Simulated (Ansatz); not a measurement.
Species: C₃H₄, charge 0, singlet. C3H4 (propa-1,2-diene, SMILES C=C=C).
B3LYP-D3(BJ)/def2-TZVP minimum from Ansatz (a quantum-chemistry and plane-wave program):
```xyz
7

C      0.0000     0.0000     0.0000
C     -0.0052     0.0000     1.3001
C      0.0052     0.0000    -1.3001
H     -0.0108     0.9262     1.8632
H     -0.0040    -0.9263     1.8631
H      0.9337     0.0035    -1.8595
H     -0.9188    -0.0034    -1.8668
```
Charge 0, spin multiplicity 1.

Quantity: atomisation energy (electronic, to ground-state atoms), in kcal/mol. UHF or UKS for unpaired electrons; spin-orbit terms are left out. CBS(X,Y): correlation extrapolated as X^-3, Hartree-Fock from the larger set (Q,5: extrapolated as (X+1)exp(-9√X)). A bracket is a step between two methods taken in the basis named. The functionals are non-relativistic, so their misses hold any scalar relativity. Double hybrids freeze cores in their MP2 part. 'core' is core correlation in cc-pwCVTZ, 'X2C' scalar relativity in cc-pVTZ-DK, both at CCSD(T). For partners of very few electrons the exact lower level stands in for a higher one.

CCSD(T)/CBS(cc-pVQZ,cc-pV5Z) + [CCSDT(Q) - CCSD(T)]/cc-pVDZ + core + X2C (Ansatz) gives 703.9 kcal/mol.

### Question
How far off this value is PBE/def2-TZVPD (Ansatz), in which direction, and which of these levels come nearer: r2SCAN/def2-TZVPD, PBE0/def2-TZVPD, B2PLYP/def2-TZVPD, CCSD(T)/CBS(cc-pVQZ,cc-pV5Z) + core + X2C?

### Answer
PBE gives 723.4 kcal/mol, 19.5 kcal/mol above it. Differences of the others: r2SCAN/def2-TZVPD (Ansatz) 2.3; PBE0/def2-TZVPD (Ansatz) 4.9; B2PLYP/def2-TZVPD (Ansatz) -6.2; CCSD(T)/CBS(cc-pVQZ,cc-pV5Z) + core + X2C (Ansatz) -0.6 kcal/mol. Nearer than PBE: r2SCAN/def2-TZVPD, PBE0/def2-TZVPD, B2PLYP/def2-TZVPD, CCSD(T)/CBS(cc-pVQZ,cc-pV5Z) + core + X2C.
